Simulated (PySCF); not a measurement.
# C6H5F: electronic excitations at several levels of theory, part 2 of 2

PySCF 2.14.0. Atoms count from 0.

## Step 6: Ultraviolet spectrum: wB97X-D/def2-SVPD

Job settings and geometry (Å):

```
{"job": {"kind": "uv", "xc": "wB97X-D", "basis": "def2-SVPD", "ip": true}, "charge": 0, "multiplicity": 1}
F     -2.234550    -1.277680    -0.121155
C     -1.116981    -0.551263    -0.129387
C      0.112509    -1.200049    -0.154039
C      1.276702    -0.433393    -0.162313
C      1.207122     0.959731    -0.146137
C     -0.037926     1.588301    -0.121677
C     -1.211289     0.835687    -0.113094
H      0.140264    -2.291031    -0.166312
H      2.247931    -0.933117    -0.181476
H      2.122451     1.555064    -0.152549
H     -0.100271     2.678868    -0.108950
H     -2.196855     1.304179    -0.094074
```

Method: TDDFT wB97X-D/def2-SVPD, vertical, gas phase, core orbitals frozen in the response.

The log of the run:

```text
coarse grid: 10704 points
cycle   1  E = -331.0494323500  dE =  1.356e+00  |g| = 4.541e-01  |ddm| = 9.746e+00
cycle   2  E = -331.0597687633  dE = -1.034e-02  |g| = 4.535e-01  |ddm| = 1.804e+00
cycle   3  E = -331.0941228673  dE = -3.435e-02  |g| = 5.143e-02  |ddm| = 7.296e-01
cycle   4  E = -331.0946382827  dE = -5.154e-04  |g| = 2.219e-02  |ddm| = 2.145e-01
cycle   5  E = -331.0947563776  dE = -1.181e-04  |g| = 4.590e-03  |ddm| = 1.032e-01
cycle   6  E = -331.0947615026  dE = -5.125e-06  |g| = 1.033e-03  |ddm| = 2.275e-02
final grid: 105712 points
cycle   7  E = -331.1457545298  dE = -7.844e-05  |g| = 6.215e-03  |ddm| = 3.748e-01
cycle   8  E = -331.1457543304  dE =  1.994e-07  |g| = 7.065e-03  |ddm| = 4.725e-02
cycle   9  E = -331.1457619720  dE = -7.642e-06  |g| = 3.028e-04  |ddm| = 9.677e-03
cycle  10  E = -331.1457620279  dE = -5.590e-08  |g| = 1.869e-04  |ddm| = 5.855e-03
cycle  11  E = -331.1457620370  dE = -9.062e-09  |g| = 4.399e-05  |ddm| = 1.323e-03
cycle  12  E = -331.1457620382  dE = -1.209e-09  |g| = 2.392e-05  |ddm| = 3.105e-04
cycle  13  E = -331.1457620384  dE = -2.568e-10  |g| = 9.320e-06  |ddm| = 9.775e-05
converged SCF energy = -331.1457620384

Static polarisability (au): isotropic 67.525, principal 42.540 79.048 80.989

Singlet excitations
state   eV       nm        f      main configurations
  1   5.4391    227.9   0.01266   H->L 0.68, H-1->L+1 0.32
  2   6.2351    198.8   0.00066   H->L+1 0.54, H-1->L 0.45
  3   7.1777    172.7   0.60122   H-1->L 0.52, H->L+1 0.44
  4   7.2080    172.0   0.58612   H-1->L+1 0.66, H->L 0.31
  5   7.5253    164.8   0.00368   H->L+2 0.91
  6   7.8555    157.8   0.00000   H-1->L+2 0.91
  7   7.8993    157.0   0.02347   H-2->L 0.56, H->L+4 0.31
  8   7.9244    156.5   0.00255   H-2->L 0.42, H->L+4 0.40
  9   8.1264    152.6   0.00000   H-2->L+1 0.96
 10   8.3017    149.3   0.00000   H->L+3 0.87, H-1->L+4 0.08

Triplet excitations (Tamm-Dancoff, eV): 4.2211 4.6770 4.8749 5.4539
Vertical ionisation energy (delta-SCF) = 9.2779 eV
```

Run time: 45 s. Hardware: 1 thread, shared host.

In short: HOMO -9.03 eV, LUMO 1.16 eV; lowest singlet 5.44 eV.

## Step 7: Excited states and response: LC-wPBE/def2-SVPD

The job, as its differences from that of step 6:

```diff
@@ -1,2 +1,2 @@
-{"job": {"kind": "uv", "xc": "wB97X-D", "basis": "def2-SVPD", "ip": true}, "charge": 0, "multiplicity": 1}
+{"job": {"kind": "uv", "xc": "LC-wPBE", "basis": "def2-SVPD", "ip": true}, "charge": 0, "multiplicity": 1}
 F     -2.234550    -1.277680    -0.121155
```

With the program's defaults for keys left out, this is: TDDFT LC-wPBE/def2-SVPD, vertical, gas phase, core orbitals frozen in the response.

The log of the run:

```text
coarse grid: 10704 points
cycle   1  E = -330.9228660052  dE =  1.519e+00  |g| = 4.750e-01  |ddm| = 9.549e+00
cycle   2  E = -330.9437088138  dE = -2.084e-02  |g| = 4.378e-01  |ddm| = 1.768e+00
cycle   3  E = -330.9747941889  dE = -3.109e-02  |g| = 5.722e-02  |ddm| = 8.648e-01
cycle   4  E = -330.9754664868  dE = -6.723e-04  |g| = 2.082e-02  |ddm| = 2.167e-01
cycle   5  E = -330.9755706412  dE = -1.042e-04  |g| = 5.942e-03  |ddm| = 9.256e-02
cycle   6  E = -330.9755737750  dE = -3.134e-06  |g| = 8.934e-04  |ddm| = 2.502e-02
final grid: 105712 points
cycle   7  E = -331.0359942997  dE = -2.268e-05  |g| = 9.459e-03  |ddm| = 1.455e-01
cycle   8  E = -331.0359921669  dE =  2.133e-06  |g| = 1.060e-02  |ddm| = 2.994e-02
cycle   9  E = -331.0360090897  dE = -1.692e-05  |g| = 2.804e-04  |ddm| = 1.281e-02
cycle  10  E = -331.0360091089  dE = -1.915e-08  |g| = 1.553e-04  |ddm| = 1.551e-03
cycle  11  E = -331.0360091155  dE = -6.610e-09  |g| = 3.805e-05  |ddm| = 5.382e-04
cycle  12  E = -331.0360091161  dE = -5.562e-10  |g| = 1.463e-05  |ddm| = 1.317e-04
converged SCF energy = -331.0360091161

Static polarisability (au): isotropic 66.027, principal 41.212 77.301 79.568

Singlet excitations
state   eV       nm        f      main configurations
  1   5.4747    226.5   0.01245   H->L 0.67, H-1->L+1 0.32
  2   6.3347    195.7   0.00146   H->L+1 0.55, H-1->L 0.44
  3   7.2839    170.2   0.61451   H-1->L 0.54, H->L+1 0.43
  4   7.3215    169.3   0.59362   H-1->L+1 0.66, H->L 0.31
  5   7.9387    156.2   0.00275   H->L+2 0.82
  6   8.0821    153.4   0.00828   H-2->L 0.96
  7   8.2393    150.5   0.01844   H->L+4 0.54, H->L+5 0.14, H->L+7 0.11
  8   8.2764    149.8   0.00000   H-1->L+2 0.85
  9   8.2951    149.5   0.00000   H-2->L+1 0.94
 10   8.7252    142.1   0.00000   H-3->L 0.65, H->L+3 0.25

Triplet excitations (Tamm-Dancoff, eV): 3.9535 4.6652 4.8706 5.4617
Vertical ionisation energy (delta-SCF) = 9.3802 eV
```

It took 65 s on 1 thread, shared host.

This run: HOMO -9.76 eV, LUMO 1.53 eV; lowest singlet 5.47 eV.

## Step 8: Ultraviolet spectrum: PBE0/6-31G*

The job, as its differences from that of step 7:

```diff
@@ -1,2 +1,2 @@
-{"job": {"kind": "uv", "xc": "LC-wPBE", "basis": "def2-SVPD", "ip": true}, "charge": 0, "multiplicity": 1}
+{"job": {"kind": "uv", "xc": "PBE0", "basis": "6-31G*"}, "charge": 0, "multiplicity": 1}
 F     -2.234550    -1.277680    -0.121155
```

Level: TDDFT PBE0/6-31G*, vertical, gas phase, core orbitals frozen in the response.

The log of the run:

```text
coarse grid: 10704 points
cycle   1  E = -331.1013354694  dE =  1.163e+00  |g| = 5.020e-01  |ddm| = 3.522e+00
cycle   2  E = -331.0794944284  dE =  2.184e-02  |g| = 6.197e-01  |ddm| = 9.439e-01
cycle   3  E = -331.1519033593  dE = -7.241e-02  |g| = 9.090e-02  |ddm| = 5.374e-01
cycle   4  E = -331.1539725001  dE = -2.069e-03  |g| = 3.028e-02  |ddm| = 1.242e-01
cycle   5  E = -331.1542030854  dE = -2.306e-04  |g| = 1.062e-02  |ddm| = 3.745e-02
cycle   6  E = -331.1542308190  dE = -2.773e-05  |g| = 1.842e-03  |ddm| = 1.196e-02
cycle   7  E = -331.1542315987  dE = -7.797e-07  |g| = 5.167e-04  |ddm| = 2.203e-03
final grid: 105712 points
cycle   8  E = -331.1069623106  dE = -2.345e-05  |g| = 8.005e-03  |ddm| = 2.103e-02
cycle   9  E = -331.1069540859  dE =  8.225e-06  |g| = 1.070e-02  |ddm| = 1.723e-02
cycle  10  E = -331.1069776269  dE = -2.354e-05  |g| = 1.066e-03  |ddm| = 1.020e-02
cycle  11  E = -331.1069778569  dE = -2.300e-07  |g| = 1.543e-04  |ddm| = 1.209e-03
cycle  12  E = -331.1069778610  dE = -4.157e-09  |g| = 6.171e-05  |ddm| = 1.964e-04
cycle  13  E = -331.1069778619  dE = -8.371e-10  |g| = 3.037e-05  |ddm| = 9.094e-05
converged SCF energy = -331.1069778619

Static polarisability (au): isotropic 54.949, principal 21.949 70.680 72.217

Singlet excitations
state   eV       nm        f      main configurations
  1   5.5516    223.3   0.01584   H->L 0.68, H-1->L+1 0.32
  2   6.3892    194.1   0.00166   H->L+1 0.54, H-1->L 0.45
  3   7.4086    167.4   0.57487   H-1->L 0.52, H->L+1 0.44
  4   7.4470    166.5   0.51388   H-1->L+1 0.66, H->L 0.30
  5   7.8433    158.1   0.00240   H-2->L 0.99
  6   7.9845    155.3   0.00052   H->L+2 0.99
  7   8.0827    153.4   0.00000   H-2->L+1 0.98
  8   8.3998    147.6   0.00000   H-1->L+2 0.98
  9   8.5349    145.3   0.00000   H-4->L 0.97
 10   8.9102    139.1   0.00121   H-4->L+1 0.98

Triplet excitations (Tamm-Dancoff, eV): 4.1489 4.6316 4.8540 5.5041
```

It took 7.9 s on 1 thread, shared host.

In short: HOMO -6.88 eV, LUMO -0.08 eV; lowest singlet 5.55 eV.

## Step 9: Comparing the runs: electronic excitations

Excitations and ground-state properties, with basis size and wall time:

```csv
run,lowest singlet (eV),brightest (eV),f,gap (eV),α (Å³),μ (D),functions,time
PBE0/def2-SVPD,5.42,7.14,0.578,6.68,9.98,1.48,183,43 s
BHandHLYP/def2-SVPD,5.60,7.33,0.630,8.55,9.85,1.63,183,42 s
CAM-B3LYP/def2-SVPD,5.43,7.15,0.596,8.98,9.98,1.56,183,46 s
wB97X-D/def2-SVPD,5.44,7.18,0.601,10.19,10.01,1.51,183,45 s
LC-wPBE/def2-SVPD,5.47,7.28,0.615,11.28,9.78,1.55,183,65 s
PBE0/6-31G*,5.55,7.41,0.575,6.80,8.14,1.27,108,7.9 s
```

Measured dipole: 1.60 D (gas; NIST CCCBDB Release 22 (SRD 101), experimental dipoles).

Measured polarisability: 10.20 Å³ (gas; NIST CCCBDB Release 22 (SRD 101), experimental polarizabilities).

## Step 10: What came out

This closing draws on all 2 parts.

| quantity | value |
| --- | --- |
| point group | C2v |
| rotational constants (main isotopes) | 5.68, 2.57, 1.77 GHz |
| lowest singlet (PBE0/def2-SVPD) | 5.42 eV (229 nm), f = 0.013 |
| brightest single state of those computed | state 4, 7.14 eV, f = 0.578 |
| lowest triplet | 4.09 eV |
| vertical ionisation energy (ΔSCF) | 9.26 eV |
| range of the lowest singlet | 5.42 to 5.60 eV |

Single values in the summary come from the first run of each kind that ended normally (PBE0/def2-SVPD), which need not be the best level. The optimisation took 4 steps and gained 0.034 eV; among the close pairs (by a distance rule), F0–C1 changed most, from 1.351 to 1.333 Å. No frequency check was run at this level, so the end point may be a saddle. The lowest computed singlet (5.42 eV) lies 0.73 eV from the lowest measured one (4.69 eV): they may be different states (doubly excited ones can't be computed here), or differ by the method's error or as vertical against adiabatic energies. The first singlet state (HOMO→LUMO 0.68, HOMO−1→LUMO+1 0.31) lies at 5.42 eV and is weak; of the 10 states computed, the strongest absorption comes from state 4 at 7.14 eV. The lowest triplet lies 1.33 eV below the lowest singlet (triplets in Tamm-Dancoff, singlets in full TDDFT). The orbital energy would give 7.26 eV for ionisation, ΔSCF gives 9.26 eV. The dipole moment, 1.48 D, compares with 1.60 D measured (one conformer here). The polarisability is 2 % below the measured 10.20 Å³. The lowest singlet runs from 5.42 eV (PBE0/def2-SVPD) to 5.60 eV (BHandHLYP/def2-SVPD), while the orbital gap spans 6.68 to 11.28 eV. The lowest state need not be the same one in every run. For the measured dipole, BHandHLYP/def2-SVPD misses least (0.03 D, 42 s) and PBE0/6-31G* most (0.33 D, 7.9 s). For the measured polarisability, wB97X-D/def2-SVPD misses least (0.19 Å³, 45 s) and PBE0/6-31G* most (2.06 Å³, 7.9 s). One molecule ranks no method: errors cancel, and vibration and temperature are missing from all runs.
